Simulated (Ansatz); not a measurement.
A run of Ansatz (development build ahead of 0.2.0) on singlet C₄H₆ at this shape:

```xyz
10

C     0.0000    0.0000   -2.0611
C     0.0000    0.0000   -0.6061
C     0.0000    0.0000    0.6061
C     0.0000    0.0000    2.0611
H     0.0000   -1.0264   -2.4612
H    -0.8889    0.5132   -2.4612
H     0.8889    0.5132   -2.4612
H     0.0000   -1.0264    2.4612
H     0.8889    0.5132    2.4612
H    -0.8889    0.5132    2.4612
```

Its results:

```yaml
Converged: yes
Reference_energy: -154.91997 hartree
Correlation_energy: -0.53952 hartree
Total_energy: -155.45948 hartree
Spin_squared_of_the_determinant: 0.000
```

(1) Which input gives this output? Name the method, the orbitals and the basis set, and write the input.

## Answers

(1) RHF-MP2 in cc-pVDZ. An unrestricted run that stays on the closed shell gives the same numbers.

```yaml
crystal:
  periodic: [false, false, false]
  atoms:
    - { symbol: C, position_ang: [0.0, 0.0, -2.06113] }
    - { symbol: C, position_ang: [0.0, 0.0, -0.60615] }
    - { symbol: C, position_ang: [0.0, 0.0, 0.60615] }
    - { symbol: C, position_ang: [0.0, 0.0, 2.06113] }
    - { symbol: H, position_ang: [0.0, -1.02641, -2.46121] }
    - { symbol: H, position_ang: [-0.8889, 0.51321, -2.46121] }
    - { symbol: H, position_ang: [0.8889, 0.51321, -2.46121] }
    - { symbol: H, position_ang: [0.0, -1.02641, 2.46121] }
    - { symbol: H, position_ang: [0.8889, 0.51321, 2.46121] }
    - { symbol: H, position_ang: [-0.8889, 0.51321, 2.46121] }
basis:
  gaussian: { orbitals: cc-pVDZ }
hamiltonian:
  xc: hf
correlation:
  method: mp2
  frozen_orbitals: { C: 1, H: 0 }
```
